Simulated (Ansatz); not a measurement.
A nudged elastic band was laid between two geometries of AlClH2 (4 atoms, charge 0, multiplicity 1).

Level of theory: Ansatz, RHF/6-31G*.

```
movable images  : 5
climbing image  : yes
spring          : 50.0 eV/Å²
optimiser       : quadratic models (default)
start path      : through a guess of the saddle point
force threshold : 0.05 eV/Å
iteration limit : 60
end points      : relaxed
```

Image 0:

```xyz
4
Properties=species:S:1:pos:R:3
Al 0.458 0.000 0.120
Cl 0.823 0.000 2.198
H 1.704 0.000 -0.838
H -1.039 0.000 -0.356
```

Image 6:

```xyz
4
Properties=species:S:1:pos:R:3
Al -0.803 0.000 -1.256
Cl 1.724 0.000 1.482
H 2.808 0.000 0.826
H -1.783 0.000 0.072
```

Problem. What changes between the two ends?

Solution. Bonds broken: Al1–Cl2, Al1–H3. Bonds formed: Cl2–H3. AlClH2 becomes AlH + ClH.

Problem. Give the energies along the band, and the barrier.

Solution. The run converged. The highest image is number 3 of 0 to 6, 4.08 eV above the first end and 1.15 eV above the last; the last end lies 2.93 eV above the first. Neighbouring images differ by up to 1.9 eV, so the band resolves the path poorly. Another band between the same ends (5 images) ends at a top of the same energy, where a vibrational analysis finds 1 clearly imaginary mode. The orbitals stay closed-shell, which can raise the energy where a bond breaks towards radicals; this wasn't checked here.

| image | path coordinate (Å) | energy (eV) | Al1–Cl2 (Å) | Al1–H3 (Å) | Cl2–H3 (Å) |
| --- | --- | --- | --- | --- | --- |
| 0 | 0.00 | 0.00 | 2.11 | 1.57 | 3.16 |
| 1 | 0.52 | 0.52 | 2.14 | 1.54 | 2.61 |
| 2 | 1.04 | 2.45 | 2.36 | 1.54 | 2.09 |
| 3 | 1.57 | 4.08 | 2.68 | 1.73 | 1.62 |
| 4 | 2.20 | 3.17 | 3.20 | 2.49 | 1.28 |
| 5 | 2.83 | 2.96 | 3.54 | 3.32 | 1.27 |
| 6 | 3.46 | 2.93 | 3.73 | 4.17 | 1.27 |

Problem. What is the geometry of the highest image?

Solution. 
```xyz
4
Properties=species:S:1:pos:R:3
Al 0.211 0.000 -0.604
Cl 1.368 0.000 1.815
H 1.725 0.000 0.237
H -1.356 0.000 -0.324
```

Run time: 27 s on 1 thread of Arm Neoverse V2 (shared host), peak memory 0.077 GiB.
